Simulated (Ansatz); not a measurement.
A run of Ansatz (development build ahead of 0.2.0) on singlet C₂H₂ at this shape:

| atom | x (Å) | y (Å) | z (Å) |
| --- | --- | --- | --- |
| C | 0.0000 | 0.0000 | -0.6526 |
| C | 0.0000 | 0.0000 | 0.6526 |
| H | 0.0000 | 0.0000 | -1.8136 |
| H | 0.0000 | 0.0000 | 1.8136 |

Its results:

```yaml
Converged: yes
Reference_energy: -76.78938 hartree
Correlation_energy: -0.27548 hartree
Total_energy: -77.06487 hartree
Spin_squared_of_the_determinant: 0.000
```

(1) Which input gives this output? Name the method, the orbitals and the basis set, and write the input.

Answers

(1) RHF-MP2 in cc-pVDZ. An unrestricted run that stays on the closed shell gives the same numbers.

```yaml
crystal:
  periodic: [false, false, false]
  atoms:
    - { symbol: C, position_ang: [0.0, 0.0, -0.65261] }
    - { symbol: C, position_ang: [0.0, 0.0, 0.65261] }
    - { symbol: H, position_ang: [0.0, 0.0, -1.81359] }
    - { symbol: H, position_ang: [0.0, 0.0, 1.81359] }
basis:
  gaussian: { orbitals: cc-pVDZ }
hamiltonian:
  xc: hf
correlation:
  method: mp2
  frozen_orbitals: { C: 1, H: 0 }
```
